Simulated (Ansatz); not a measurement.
This geometry of C$_{2}$H$_{4}$B (7 atoms, charge 1, multiplicity 1) is a first-order saddle point.

All numbers below come from RHF/def2-SVP in Ansatz.

```xyz
7
Properties=species:S:1:pos:R:3
B -1.331 -0.224 -0.680
C -0.114 0.266 -0.219
C 0.930 -0.142 0.643
H -2.364 -0.598 -1.096
H 0.133 1.264 -0.632
H 0.942 0.119 1.704
H 1.805 -0.685 0.279
```

(1) Which two structures does it join? (They come from a converged band through this point; their orientation in space is the band's.)

(2) How far does it lie above each of them?

Results:

(1) No bond is made or broken. The dihedral B1–C2–C3–H6 goes from 180 to 0°. The two ends are copies of one structure, up to a mirror image or an exchange of like atoms.

Image 0:

```xyz
7
Properties=species:S:1:pos:R:3
B -0.975 -0.272 -0.991
C -0.164 0.503 -0.061
C 0.758 -0.126 0.706
H -1.619 -0.916 -1.737
H -0.305 1.579 0.011
H 1.374 0.427 1.407
H 0.929 -1.196 0.665
```

Image 8:

```xyz
7
Properties=species:S:1:pos:R:3
B -0.977 -0.276 -0.991
C -0.164 0.500 -0.062
C 0.760 -0.124 0.708
H -1.624 -0.916 -1.737
H -0.305 1.575 0.005
H 0.932 -1.194 0.673
H 1.377 0.435 1.403
```

(2) 2.08 eV above the first and 2.08 eV above the second. This is the barrier of this one path; another mechanism may lie lower.

Run time: 64 s on 1 thread of Arm Neoverse N1, on a shared host, peak memory 0.11 GiB.
